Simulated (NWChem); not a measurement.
System: SiO cation, doublet; SMILES of the neutral closed-shell parent O=[Si]

NWChem input:

```
start job
memory heap 200 mb stack 900 mb global 1100 mb
charge 1
geometry units angstroms
  Si     0.538997    -0.012370     0.006435
  O     -0.946161     0.021715    -0.011297
end
basis spherical
  * library 6-31g*
end
dft
  odft
  mult 2
  xc b3lyp
  iterations 150
end
driver
  maxiter 120
end
task dft optimize
task dft freq
```

Parts of the log:

```
             Northwest Computational Chemistry Package (NWChem) 7.3.0
             --------------------------------------------------------

 ORDER OF PRIMARY AXIS IS BEING SET TO 4
 C4V symmetry detected

                             Geometry "geometry" -> ""
                             -------------------------

 Output coordinates in angstroms (scale by  1.889725989 to convert to a.u.)

  No.       Tag          Charge          X              Y              Z
 ---- ---------------- ---------- -------------- -------------- --------------
    1 Si                  14.0000     0.00000000     0.00000000     0.54023815
    2 O                    8.0000     0.00000000     0.00000000    -0.94541676

 Effective nuclear repulsion energy (a.u.)      39.8934178445

      Symmetry information
      --------------------

 Group name             C4v
 Group number             18
 Group order               8
 No. of unique centers     2

                                Z-matrix (autoz)
                                --------

 Units are Angstrom for bonds and degrees for angles

      Type          Name      I     J     K     L     M      Value
      ----------- --------  ----- ----- ----- ----- ----- ----------
    1 Stretch                  1     2                       1.48565

                           NWChem Geometry Optimization
                           ----------------------------

 maximum gradient threshold         (gmax) =   0.000450
 rms gradient threshold             (grms) =   0.000300
 maximum cartesian step threshold   (xmax) =   0.001800
 rms cartesian step threshold       (xrms) =   0.001200
 fixed trust radius                (trust) =   0.300000
 source of zmatrix                         =   autoz

          -------------------
          Energy Minimization
          -------------------

 Using diagonal initial Hessian
 Scaling for Hessian diagonals: bonds = 1.00  angles = 0.25  torsions = 0.10

          --------
          Step   0

                                 NWChem DFT Module
                                 -----------------

 Summary of "ao basis" -> "ao basis" (spherical)
 ------------------------------------------------------------------------------
       Tag                 Description            Shells   Functions and Types
 ---------------- ------------------------------  ------  ---------------------
 Si                          6-31g*                  8       18   4s3p1d
 O                           6-31g*                  6       14   3s2p1d

      Symmetry analysis of basis
      --------------------------

        a1         14
        a2          0
        b1          2
        b2          2
        e          14

            General Information
            -------------------
          SCF calculation type: DFT
          Wavefunction type:  spin polarized.
          No. of atoms     :     2
          No. of electrons :    21
           Alpha electrons :    11
            Beta electrons :    10
          Charge           :     1
          Spin multiplicity:     2
          Use of symmetry is: on ; symmetry adaption is: on
          Maximum number of iterations: 150
          AO basis - number of functions:    32
                     number of shells:    14
          Convergence on energy requested:  1.00D-06
          Convergence on density requested:  1.00D-05
          Convergence on gradient requested:  5.00D-04

              XC Information
              --------------
                         B3LYP Method XC Potential
                     Hartree-Fock (Exact) Exchange  0.200
                        Slater Exchange Functional  0.800 local
                    Becke 1988 Exchange Functional  0.720 non-local
              Lee-Yang-Parr Correlation Functional  0.810
                  VWN I RPA Correlation Functional  0.190 local

             Grid Information
             ----------------
          Grid used for XC integration:  medium
          Radial quadrature: Mura-Knowles
          Angular quadrature: Lebedev.
          Tag              B.-S. Rad. Rad. Pts. Rad. Cut. Ang. Pts.
          ---              ---------- --------- --------- ---------
          Si                  1.10       88           6.0       590
          O                   0.60       49           7.0       434
          Grid pruning is: on
          Number of quadrature shells:   137
          Spatial weights used:  Erf1

      Superposition of Atomic Density Guess
      -------------------------------------

 Sum of atomic energies:        -363.57165975

 Renormalizing density from      22.00 to     21

      Non-variational initial energy
      ------------------------------

 Total energy =    -353.094820
 1-e energy   =    -556.195538
 2-e energy   =     163.207301
 HOMO         =      -0.765487
 LUMO         =      -0.391368

   Symmetry analysis of molecular orbitals - initial alpha
   -------------------------------------------------------

 !! scf_movecs_sym_adapt:    4 vectors were symmetry contaminated

  Symmetry fudging

 !! scf_movecs_sym_adapt:    2 vectors were symmetry contaminated

  Numbering of irreducible representations:

     1 a1          2 a2          3 b1          4 b2          5 e

  Orbital symmetries:

[...]

      ----------------------
      Optimization converged
      ----------------------

  Step       Energy      Delta E   Gmax     Grms     Xrms     Xmax
  ---- ---------------- -------- -------- -------- -------- --------
@    3    -364.29837031 -2.3D-08  0.00000  0.00000  0.00001  0.00001
                                     ok       ok       ok       ok

                                Z-matrix (autoz)
                                --------

 Units are Angstrom for bonds and degrees for angles

      Type          Name      I     J     K     L     M      Value     Gradient
      ----------- --------  ----- ----- ----- ----- ----- ---------- ----------
    1 Stretch                  1     2                       1.53844   -0.00000

                         Geometry "geometry" -> "geometry"
                         ---------------------------------

 Output coordinates in angstroms (scale by  1.889725989 to convert to a.u.)

  No.       Tag          Charge          X              Y              Z
 ---- ---------------- ---------- -------------- -------------- --------------
    1 Si                  14.0000     0.00000000     0.00000000     0.56662820
    2 O                    8.0000     0.00000000     0.00000000    -0.97180681

 Effective nuclear repulsion energy (a.u.)      38.5247682457

      Symmetry information
      --------------------

 Group name             C4v
 Group number             18
 Group order               8
 No. of unique centers     2

                Final and change from initial internal coordinates
                --------------------------------------------------

                                Z-matrix (autoz)
                                --------

 Units are Angstrom for bonds and degrees for angles

      Type          Name      I     J     K     L     M      Value       Change
      ----------- --------  ----- ----- ----- ----- ----- ---------- ----------
    1 Stretch                  1     2                       1.53844    0.05278

 ==============================================================================
                                internuclear distances
 ------------------------------------------------------------------------------
       center one      |      center two      | atomic units |  angstroms
 ------------------------------------------------------------------------------
    2 O                |   1 Si               |     2.90722  |     1.53844
 ------------------------------------------------------------------------------
                         number of included internuclear distances:          1
 ==============================================================================

[second-derivative integrals and response iterations left out]

  Vibrational analysis via the FX method

  See chapter 2 in "Molecular Vibrations" by Wilson, Decius and Cross

  Vib: Default input used

[...]

 Rotational Constants
 --------------------
 A=   0.000000 cm-1  (  0.000000 K)
 B=   0.699898 cm-1  (  1.006974 K)
 C=   0.699898 cm-1  (  1.006974 K)

 Temperature                      =   298.15K
 frequency scaling parameter      =   1.0000

 Linear Molecule

 Zero-Point correction to Energy  =    1.611 kcal/mol  (  0.002568 au)
 Thermal correction to Energy     =    3.106 kcal/mol  (  0.004950 au)
 Thermal correction to Enthalpy   =    3.698 kcal/mol  (  0.005893 au)

 Total Entropy                    =   50.598 cal/mol-K
   - Translational                =   37.252 cal/mol-K (mol. weight =  43.9718)
   - Rotational                   =   13.290 cal/mol-K (symmetry #  =        1)
   - Vibrational                  =    0.056 cal/mol-K

 Cv (constant volume heat capacity) =    5.223 cal/mol-K
   - Translational                  =    2.979 cal/mol-K
   - Rotational                     =    1.986 cal/mol-K
   - Vibrational                    =    0.257 cal/mol-K

[normal modes left out]

 ----------------------------------------------------------------------------
 Normal Eigenvalue ||           Projected Infra Red Intensities
  Mode   [cm**-1]  || [atomic units] [(debye/angs)**2] [(KM/mol)] [arbitrary]
 ------ ---------- || -------------- ----------------- ---------- -----------
    1       -0.000 ||    0.002763           0.064         2.694       1.231
    2       -0.000 ||    0.002763           0.064         2.694       1.231
    3        0.000 ||    0.052378           1.208        51.061      23.330
    4        0.000 ||    0.052378           1.208        51.061      23.330
    5        0.000 ||    0.022754           0.525        22.181      10.135
    6     1127.676 ||    0.001669           0.039         1.627       0.744
 ----------------------------------------------------------------------------
```

Level: B3LYP/6-31G* (spherical d), spin-unrestricted. This spin state was assumed; another may lie lower. B3LYP is NWChem's, with the RPA form of VWN correlation.
